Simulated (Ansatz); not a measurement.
Single points on (H3Si)2O (Si2OH6).

```yaml
crystal:
  periodic: [false, false, false]
  atoms:
    - {symbol: Si, position_ang: [-0.928788, -1.092274, 0.634083]}
    - {symbol: H, position_ang: [-1.030215, -0.648281, 2.047643]}
    - {symbol: H, position_ang: [-0.712513, -2.556922, 0.587646]}
    - {symbol: H, position_ang: [-2.192487, -0.752883, -0.069623]}
    - {symbol: O, position_ang: [0.341389, -0.363755, -0.095451]}
    - {symbol: Si, position_ang: [0.980893, 1.036783, -0.648461]}
    - {symbol: H, position_ang: [2.351475, 0.759168, -1.136843]}
    - {symbol: H, position_ang: [0.154838, 1.573082, -1.760200]}
    - {symbol: H, position_ang: [1.035397, 2.045092, 0.441196]}
basis:
  gaussian: {orbitals: def2-TZVP, initial_orbitals: start.molden}
magnetization: {spin_polarized: true, initial_magnetization: 2}
hamiltonian: {xc: pbe, dispersion: d4}
scf: {omitted_lower_state_checks: [starts]}
output: {orbitals: {seedname: orbitals}}
```

The file start.molden holds the orbitals of an earlier run on this structure, at another level or in another basis.

```sh
$ ansatz run in.yaml --threads 4 --pin off --events-out ev --progress --plain --max-ram 3916MiB
```

Output, abridged:

```
Functional definition: PBE
  name "PBE"
  cite "Perdew, Burke & Ernzerhof, Phys. Rev. Lett. 77, 3865 (1996) doi:10.1103/PhysRevLett.77.3865"
  parent pbe
  parameter kappa = 0.804
  parameter beta = 0.06672455060314922
  exchange = pbe_x(kappa = kappa, mu = beta*pi^2/3)
  correlation = pbe_c(beta = beta)
these checks for a lower state are left out or cut short: starts
919 factors; their error is unknown
mean field evaluation 1: about -17886.2609 eV, gradient 7.1e0 eV
mean field evaluation 2: about -17886.3742 eV, gradient 2.2e-1 eV
mean field evaluation 4: about -17886.3607 eV, gradient 7.3e-3 eV
mean field evaluation 8: about -17886.3607 eV, gradient 7.3e-6 eV
mean field -17886.36066030 eV, -657.3116304555 hartree, gradient 7.3e-6 eV, S^2 2.002769; 0 other end points of the search recorded, 0 dependent functions left out
reference -17886.36071091 eV, -657.3116323151 hartree; 22, 20 occupied and 119, 121 virtual orbitals, 919 factors
Total energy: -17886.52078905 eV, -657.3175150783 hartree
Checks for a lower state left out: starts
```

It took 2.9 s on 4 threads of Intel Xeon Platinum 8259CL on a shared host.

The first input with `gaussian: {orbitals: def2-TZVP}`, `hamiltonian: {xc: pbe0, dispersion: d4}` (abridged; 6.5 s):

```
Functional definition: PBE0
mean field evaluation 16: about -17887.5312 eV, gradient 2.8e-3 eV
mean field evaluation 32: about -17887.5312 eV, gradient 1.6e-5 eV
mean field -17887.53117309 eV, -657.3546460068 hartree, gradient 1.0e-5 eV, S^2 2.007664
Total energy: -17887.66643015 eV, -657.3596166122 hartree
Checks for a lower state left out: starts
```

The first input with `hamiltonian: {xc: r2scan, dispersion: d4}` (abridged; 6.5 s):

```
Functional definition: r2SCAN
mean field evaluation 16: about -17894.3391 eV, gradient 7.4e-6 eV
mean field -17894.33905318 eV, -657.6048309859 hartree, gradient 7.4e-6 eV, S^2 2.007550
Total energy: -17894.37767921 eV, -657.6062504660 hartree
Checks for a lower state left out: starts
```

Geometry: r2SCAN-D4/def2-TZVP, that of the neutral singlet.

At PBE-D4/def2-TZVP the gap within one spin of the charge 0 triplet nearly closes, so an electron or hole may be smeared out by delocalisation error. At PBE0-D4/def2-TZVP a singlet of charge 0 lies 6.76 eV below the triplet at the same geometry.
